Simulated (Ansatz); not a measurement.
**CH3FO (SMILES OCF): a rigid scan of the angle H4–O1–C2**

Aim: the energy along the angle H4–O1–C2, from CCSD(T) and from cheaper methods, relative to the minimum. No other atom is relaxed.

Computed with Ansatz 0.2.0, Gaussian basis. Level: single points in def2-TZVPP.

Levels: PBE-D4, r2SCAN-D4, PBE0-D4, B3LYP-D4, wB97M-V, Hartree-Fock, MP2, CCSD, CCSD(T). The scan takes 91.3, 95.8, 100.3, 104.8, 109.3, 113.8, 118.3, 122.8, 127.3°.

Correlated methods freeze the cores. B3LYP uses VWN-RPA correlation.

43 further runs of the same task are left out: 43 set aside as unsound or not needed.

### Step 1. Where the work starts

The minimum, relaxed at PBE0-D4: SMILES `OCF`, 6 atoms, charge 0, spin multiplicity 1.

Atoms are counted from 1 here; the program's logs count them from 0.

Bond lengths: O1–C2 1.370 Å, O1–H4 0.962 Å, C2–F3 1.381 Å, C2–H5 1.096 Å, C2–H6 1.091 Å. Angles: C2–O1–H4 109.3°, O1–C2–F3 111.1°, O1–C2–H5 112.9°, O1–C2–H6 107.4°, F3–C2–H5 106.3°, F3–C2–H6 107.8°, H5–C2–H6 111.3°.

As a file:

```
O    -0.79402   -0.69718   -0.24743
C     0.25018    0.04905    0.23077
F    -0.09413    1.38318    0.32382
H    -0.92875   -0.49510   -1.17802
H     1.13676    0.00487   -0.41255
H     0.47206   -0.30881    1.23730
```

Energies of the minimum (eV), from earlier single points: PBE-D4 -5846.13847, r2SCAN-D4 -5849.44563, PBE0-D4 -5846.22812, B3LYP-D4 -5852.44887, wB97M-V -5850.36035, CCSD(T) -5842.40639.

At the minimum the angle H4–O1–C2 is 109.3°.

### Step 2. H4–O1–C2 = 91.3°

Input file ccsdt-tzvpp/in.yaml:

```yaml
crystal:
  periodic: [false, false, false]
  atoms:
    - {symbol: O, position_ang: [-0.794015, -0.697182, -0.247427]}
    - {symbol: C, position_ang: [0.250179, 0.049047, 0.230771]}
    - {symbol: F, position_ang: [-0.094133, 1.383180, 0.323817]}
    - {symbol: H, position_ang: [-0.696953, -0.311808, -1.123242]}
    - {symbol: H, position_ang: [1.136763, 0.004867, -0.412547]}
    - {symbol: H, position_ang: [0.472055, -0.308811, 1.237302]}
basis:
  gaussian: {orbitals: def2-TZVPP}
correlation: {method: ccsd_t}
```

The command line of these runs was not kept.

The runs that follow: H4–O1–C2 = 95.8°; H4–O1–C2 = 100.3°; H4–O1–C2 = 104.8°; H4–O1–C2 = 109.3°; H4–O1–C2 = 113.8°; H4–O1–C2 = 118.3°; H4–O1–C2 = 122.8°; H4–O1–C2 = 127.3°.

Before running it: what results should come out? Wanted: highest point, CCSD(T); lowest point, CCSD(T); minimum along the scan, CCSD(T); RMS deviation from CCSD(T); largest T1 diagnostic.

As calculated:

| quantity | value |
| --- | --- |
| highest point, CCSD(T) | 25.6 kJ/mol at 91.3° |
| lowest point, CCSD(T) | 0.0 kJ/mol at 109.3° |
| minimum along the scan, CCSD(T) | 108.6° |
| curvature there | 1.57 meV/deg² |
| RMS deviation from CCSD(T) | PBE-D4 1.2, r2SCAN-D4 0.8, PBE0-D4 1.2, B3LYP-D4 2.1, wB97M-V 1.2, Hartree-Fock 3.6, MP2 0.3, CCSD 0.4 kJ/mol |
| largest T1 diagnostic | 0.011 |

**Reading.** A polynomial through the near points puts the CCSD(T) minimum 0.7° below the PBE0-D4 value. Curvature against CCSD(T): PBE-D4 -6 %, Hartree-Fock +5 %. The curve of MP2 lies nearest to CCSD(T), that of Hartree-Fock farthest.
